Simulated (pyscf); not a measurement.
# Substitution at Si: `[CH3][SiH]([Cl])[Cl]` + `[H]` [doublet] -> `[CH3][SiH]([Cl])[Cl]` + `[H]` [doublet]

Gas phase, doublet surface, charge 0. Bonds broken: Si2–H8. Bonds formed: Si2–H9. Structures and frequencies: ωB97X-D3(BJ)/def2-SVP in PySCF.

Transition state (Å):

```xyz
9

C     -0.9227    -0.9962     0.1601
Si    -0.2034     0.6762     0.5918
Cl     1.3939     0.1379     1.8295
Cl     0.4708     1.5459    -1.1511
H     -0.1136    -1.6289    -0.2385
H     -1.3329    -1.4784     1.0613
H     -1.7191    -0.9014    -0.5932
H     -1.6566     1.3096     0.9254
H     -0.3418     2.0248     1.4651
```

One imaginary mode, 400i cm⁻¹; descent along it reached the two sides named.

| bond | change | reactant side (Å) | saddle | product side |
|---|---|---|---|---|
| Si2–H8 | breaks | 1.480 | 1.620 | 3.8 |
| Si2–H9 | forms | 3.9 | 1.613 | 1.480 |

Electronic energies relative to the separated reactants (kcal/mol):

```
level                   barrier  reaction energy  reverse barrier
----------------------  -------  ---------------  ---------------
ωB97X-D3(BJ)/def2-TZVP     13.6              0.0             13.6
PBE/def2-TZVP               7.8              0.0              7.8
r²SCAN/def2-TZVP            7.2              0.0              7.2
B3LYP-D3(BJ)/def2-TZVP      9.8              0.0              9.8
PBE0-D3(BJ)/def2-TZVP      10.2              0.0             10.2
M06-2X/def2-TZVP           14.5              0.0             14.5
ωB97M-D3(BJ)/def2-TZVP     13.5              0.0             13.5
HF/def2-TZVP               29.9              0.0             29.9
```

With ωB97M-D3(BJ)/def2-TZVP energies and thermal terms (ideal gas, 1 atm, RRHO with modes under 100 cm⁻¹ raised to 100, one conformer, R ln 2 for chiral ones without a mode under 150 cm⁻¹), in kcal/mol:

```tsv
T (K)	ΔH‡	ΔG‡	ΔH	ΔG
298	13.7	20.8	0.0	0.0
600	13.0	28.2	0.0	0.0
900	12.5	35.9	0.0	0.0
1200	12.2	43.8	0.0	0.0
```

The same reactants have a lower exit, to H₃C–Si•(Cl)–Cl + H₂ (barrier +4.9 kcal/mol at ωB97M-D3(BJ), against +13.5 kcal/mol here). This is the saddle that the search found; another between the same sides may lie lower. The angle at the attacked Si is 59° (front-side attack).
